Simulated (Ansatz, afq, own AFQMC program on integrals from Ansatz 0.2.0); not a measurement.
AFQMC on a folder of integrals that Ansatz 0.2.0 wrote.

```yaml
crystal:
  periodic: [false, false, false]
  atoms:
    - {symbol: N, position_ang: [-0.108797, 0.000000, 0.803903]}
    - {symbol: C, position_ang: [0.107751, 0.000000, -0.912491]}
    - {symbol: H, position_ang: [0.201241, -0.832606, 1.279923]}
    - {symbol: H, position_ang: [0.201240, 0.832606, 1.279923]}
    - {symbol: H, position_ang: [-0.087278, -0.930197, -1.428923]}
    - {symbol: H, position_ang: [-0.087279, 0.930197, -1.428923]}
basis:
  gaussian: {orbitals: 6-31G}
magnetization: {spin_polarized: true, initial_magnetization: 1}
correlation: {method: ccsd_t, electrons: outside_noble_gas, hamiltonian_folder: ham}
```

```sh
$ ansatz run in.yaml --threads 1 --pin off --events-out ev --progress --plain --max-ram 1382MiB
```

Options of the walk:

```
--method free --trial cisd --walkers 20 --time-step 0.02 --max-blocks 5 --target-error 0.00086 --factor-cut 1e-05 --seed 664 --times 0.0,0.5,1.0,2.0,3.0,4.0 --taylor-order 10
```

Times are imaginary, in 1/Eh. The walk had a cap of 90 s.

```
orbitals 24  electrons 7 6  factors 167 of 387
reference energy -94.50351916 Eh
CCSD correlation -0.21627486 Eh in 13 cycles, weight of the determinant in the CISD state 0.8944
repeat  energy at the last time / Eh  error
no energy: too few repeats
```

The run failed at least one of its tests; the cautions name the faults.

A setting was made bad on purpose (too few blocks), but the run ended before it gave an energy.

Cautions: so few walkers bias the energy.

A walk keeps the symmetry of its determinant, which the program's search chose and which needn't be the lowest solution, so a lower state of the same spin and another symmetry isn't excluded.
